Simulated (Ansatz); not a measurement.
# NH⁻, doublet: reading a ladder of total energies

Geometry: a point of a stretch scan, not a stationary point.

```xyz
2

N     0.0000    0.0000    0.0000
H     0.0000    0.0000    1.6260
```

Basis aug-cc-pVDZ; Ansatz 0.2.0. Correlated methods freeze the noble-gas cores, which leaves 7 electrons in 31 orbitals. R marks a restricted (for open shells ROHF) determinant. This anion state lies near or above the neutral species, so the extra electron is weakly bound or unbound and the energies hang on the diffuse functions.

Full CI is exact within this basis and frozen core; it isn't the basis-set limit.

RCCSD has a T1 diagnostic of 0.057 and a largest doubles amplitude of 0.11.

Runs differ by some tens of microhartree through their thresholds and, for an open shell, their frozen cores, so steps under 0.03 kcal/mol mean nothing.

| level | total energy (hartree) |
| --- | --- |
| RHF | -54.832493 |
| RMP2 | -55.004675 |
| RCCSD | -55.032854 |
| RCCSD(T) | -55.042601 |
| RCCSDT | -55.043737 |
| RCCSDT(Q) | -55.044705 |
| RCCSDTQ | -55.044681 |
| full CI | -55.044758 |

Q: What is the correlation energy at full CI, and what share of it do RMP2 and RCCSDT recover?

A: E(corr) = -55.044758 − (-54.832493) = -0.212265 hartree = -5.776 eV. RMP2: -0.172182 / -0.212265 = 81.12 %. RCCSDT: -0.211244 / -0.212265 = 99.52 %.

Q: By how many kcal/mol does RCCSD(T) miss full CI (1 hartree = 627.509 kcal/mol), and which steps make up the rest?

A: -55.042601 − (-55.044758) = 0.002157 hartree = 1.35 kcal/mol. Steps: RCCSDT − RCCSD(T) = -0.71, RCCSDT(Q) − RCCSDT = -0.61, RCCSDTQ − RCCSDT(Q) = 0.02, full CI − RCCSDTQ = -0.05 kcal/mol. Differences between like states or geometries often cancel part of this.
